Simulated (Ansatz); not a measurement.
# AlClFH: a rigid scan of the angle H4–Al2–F1

The task here is to estimate one member of a computed series from the others.

Method: single points in def2-TZVPP; program: Ansatz 0.2.0, Gaussian basis.

Levels: PBE-D4, r2SCAN-D4, PBE0-D4, B3LYP-D4, wB97M-V, Hartree-Fock, MP2, CCSD, CCSD(T). The scan takes 101.9, 106.4, 110.9, 115.4, 119.9, 124.4, 128.9, 133.4, 137.9°.

Correlated methods freeze the cores. B3LYP uses VWN-RPA correlation.

19 further runs of the same task are left out: 19 set aside as unsound or not needed.

### The system as given

The minimum, relaxed at PBE0-D4: SMILES `[F][AlH][Cl]`, 4 atoms, charge 0, spin multiplicity 1.

Atoms are counted from 1 here; the program's logs count them from 0.

Bond lengths: F1–Al2 1.640 Å, Al2–Cl3 2.079 Å, Al2–H4 1.562 Å. Angles: F1–Al2–Cl3 117.8°, F1–Al2–H4 119.9°, Cl3–Al2–H4 122.3°.

As a file:

```mol
AlClFH
  3D, bonds by distance, orders not assigned

  4  3  0  0  0  0  0  0  0  0999 V2000
    0.4699   -1.0269    1.2447 F   0  0
    0.1207    0.0301    0.0400 Al  0  0
   -1.6168   -0.2902   -1.0565 Cl  0  0
    1.0817    1.2267   -0.2486 H   0  0
  1  2  8  0
  2  3  8  0
  2  4  8  0
M  END
```

Energies of the minimum (eV), from earlier single points: PBE-D4 -21846.92760, r2SCAN-D4 -21855.78720, PBE0-D4 -21848.57438, B3LYP-D4 -21859.61785, wB97M-V -21856.74127, CCSD(T) -21829.28465.

At the minimum the angle H4–Al2–F1 is 119.9°.

Set-up of the first run:

File ccsdt-tzvpp/in.yaml:

```yaml
crystal:
  periodic: [false, false, false]
  atoms:
    - {symbol: F, position_ang: [0.469906, -1.026918, 1.244717]}
    - {symbol: Al, position_ang: [0.120696, 0.030098, 0.039953]}
    - {symbol: Cl, position_ang: [-1.616795, -0.290165, -1.056506]}
    - {symbol: H, position_ang: [1.323891, 1.022061, 0.123086]}
basis:
  gaussian: {orbitals: def2-TZVPP}
correlation: {method: ccsd_t}
```

No record of the launch command was kept for these runs.

Steps of the session up to this table: H4–Al2–F1 = 101.9°; H4–Al2–F1 = 106.4°; H4–Al2–F1 = 110.9°; H4–Al2–F1 = 115.4°; H4–Al2–F1 = 119.9°; H4–Al2–F1 = 124.4°; H4–Al2–F1 = 128.9°; H4–Al2–F1 = 133.4°; H4–Al2–F1 = 137.9°.

One of the session's tables, all rows but one given; the rest of the session is left out.

Energies less that of the minimum at the same level (eV):

| angle (°) | PBE-D4 | PBE0-D4 | B3LYP-D4 | wB97M-V | Hartree-Fock |
| --- | --- | --- | --- | --- | --- |
| 101.9 | 0.172 | 0.181 | 0.183 | 0.182 | 0.209 |
| 106.4 | 0.096 | 0.102 | 0.102 | 0.102 | 0.117 |
| 110.9 | 0.042 | 0.045 | 0.045 | 0.045 | 0.051 |
| 115.4 | 0.011 | 0.011 | 0.011 | 0.011 | 0.013 |
| 119.9 (minimum) | 0.000 | 0.000 | 0.000 | 0.000 | 0.000 |
| 119.9 | 0.000 | 0.000 | 0.000 | 0.000 | 0.000 |
| 124.4 | 0.011 | 0.011 | 0.012 | 0.011 | 0.013 |
| 128.9 | ? | ? | ? | ? | ? |
| 133.4 | 0.097 | 0.100 | 0.105 | 0.101 | 0.119 |
| 137.9 | 0.172 | 0.179 | 0.186 | 0.182 | 0.212 |

Estimate the missing values for angle (°) = 128.9.

Worked estimate for «PBE-D4». A straight line through the neighbours (124.4, 0.011) and (133.4, 0.097) gives 0.011 + (0.097 − 0.011) × (128.9 − 124.4) / (133.4 − 124.4) = 0.054; a parabola fitted to 4 rows on both sides gives 0.043.

As computed: PBE-D4: 0.043; PBE0-D4: 0.044; B3LYP-D4: 0.047; wB97M-V: 0.045; Hartree-Fock: 0.053. In «PBE-D4» the line misses by +0.011 and the parabola by 0.000.
